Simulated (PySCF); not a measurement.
# SMILES NCC1CC1, C₄H₉N

Cartesian coordinates in Å; atom numbers follow the order of the lines, from 1:
```xyz
14

N     1.992   -0.459    0.481
C     0.688   -0.904    0.016
C    -0.385    0.019    0.511
C    -0.703    1.255   -0.278
C    -1.680    0.119   -0.226
H     2.725   -1.068    0.141
H     2.184    0.472    0.129
H     0.603   -0.974   -1.082
H     0.515   -1.912    0.408
H    -0.425    0.116    1.591
H    -0.943    2.166    0.256
H    -0.165    1.407   -1.207
H    -1.801   -0.482   -1.120
H    -2.588    0.251    0.349
```

Method used: quadratic response CAM-B3LYP/def2-TZVPD first hyperpolarisability, Taylor convention, gas phase in PySCF 2.14.0. Geometry: PBE0-D3(BJ)/def2-TZVP.

(1) What is the first hyperpolarisability, and how does it disperse?

(2) Which lowest excitations, dipole and polarisabilities go with it?

## Answers

(1) In au, Taylor convention; the vector part is βᵢ = ⅓ Σⱼ (βᵢⱼⱼ + βⱼᵢⱼ + βⱼⱼᵢ); β∥ is 3/5 of the vector part along the dipole, the dipole points from − to +:
```csv
process,λ (nm),β vector norm,β∥,β HRS,depolarisation ratio
"static β(0;0,0)",∞,37.7,-22.0,18.5,3.26
"second harmonic β(−2ω;ω,ω)",1907,38.8,-22.7,19.2,3.24
"Pockels β(−ω;ω,0)",1907,38.0,-22.2,–,–
"second harmonic β(−2ω;ω,ω)",1064,41.5,-24.3,20.7,3.18
"Pockels β(−ω;ω,0)",1064,38.9,-22.7,–,–
```

(2) S1 6.01 eV (f = 0.013); S2 7.00 eV (f = 0.016); S3 7.32 eV (f = 0.052); dipole 1.16 D; isotropic α 57.1 au static, 57.2 au at 1907 nm, 57.5 au at 1064 nm, 57.6 au at 953.5 nm, 58.8 au at 532 nm.
